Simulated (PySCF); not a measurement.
Compound: pentanenitrile, C5H9N.
Numbering: `[CH3:1][CH2:2][CH2:3][CH2:4][C:5]#[N:6]` (hydrogens: H7, H8, H9 on C1; H10, H11 on C2; H12, H13 on C3; H14, H15 on C4)

Cartesian coordinates in Å at the PBE0-D3(BJ)/def2-SVP level; atoms count from 1:
```
atom  x, y, z in Å
C1    -2.192    0.262    0.392
C2    -0.929   -0.413   -0.118
C3     0.344    0.294    0.326
C4     1.605   -0.401   -0.189
C5     2.836    0.263    0.223
N6     3.801    0.806    0.559
H7    -2.262    1.301    0.034
H8    -3.095   -0.269    0.056
H9    -2.213    0.291    1.493
H10   -0.951   -0.461   -1.221
H11   -0.901   -1.462    0.227
H12    0.382    0.344    1.427
H13    0.336    1.338   -0.027
H14    1.595   -0.449   -1.291
H15    1.643   -1.444    0.167
```

The closed-shell ground state was solved at several levels (PySCF, density fitting, gas phase, non-relativistic).

```tsv
level	basis functions	total energy (Eh)	HOMO (eV)	LUMO (eV)	gap (eV)	dipole (D)
B3LYP/def2-SVPD	192	-250.5268	-9.01	0.02	9.03	4.36
PBE/def2-SVPD	192	-250.1847	-7.90	-0.49	7.41	4.31
PBE0/def2-SVPD	192	-250.2165	-9.25	0.33	9.58	4.38
```

What might LDA/def2-SVPD (192 basis functions) give for the same quantities?

Total energy -248.2323 Eh, HOMO -8.08 eV, LUMO -0.68 eV, gap 7.40 eV, dipole 4.44 D.

In the def2-SVPD basis, how does the gap go with the fixed share of exact exchange?

LDA (0 %) 7.40 eV; PBE (0 %) 7.41 eV; B3LYP (20 %) 9.03 eV; PBE0 (25 %) 9.58 eV. Each rise in the share widens the gap here.

How far do the dipole and the HOMO energy spread over the levels?

The dipole runs from 4.31 to 4.44 D (mean 4.37 D) and the HOMO from -9.25 to -7.90 eV.

One conformer stands for the species.
